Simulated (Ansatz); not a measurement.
Reaction (SMILES): F (HF) → HF+ (doublet, bonded as F) + e-
B3LYP-D3(BJ)/def2-TZVP geometries, fixed; electronic energies without zero-point terms.

The adiabatic ionisation energy at CCSD(T) with Ansatz (an electronic-structure program), in eV, split into its Hartree-Fock and correlation parts. Cores are frozen. Open shells are unrestricted. No added dispersion term, no relativity. Functions are those of the species that has most.

```tsv
basis	X	functions	Hartree-Fock	CCSD(T)
cc-pVDZ	2	19	14.054	15.263
cc-pVTZ	3	44	14.194	15.808
cc-pVQZ	4	85	14.227	16.005
cc-pV5Z	5	146	14.238	16.077
```

Worked estimate of the basis-set limit from each neighbouring pair, with Hartree-Fock from the larger set and the correlation part extrapolated as X^-3.
Correlation parts: X = 2: 1.209, X = 3: 1.614, X = 4: 1.778, X = 5: 1.839.
- (2,3): (27·(1.614) - 8·(1.209))/19 = 1.785; with Hartree-Fock 14.194 the estimate is 15.979 eV.
- (3,4): (64·(1.778) - 27·(1.614))/37 = 1.898; with Hartree-Fock 14.227 the estimate is 16.125 eV.
- (4,5): (125·(1.839) - 64·(1.778))/61 = 1.903; with Hartree-Fock 14.238 the estimate is 16.141 eV.
The last two estimates differ by 0.016 eV; the largest set lies 0.064 from the last. Over the last step Hartree-Fock moves by 0.011 and the correlation part by 0.061.
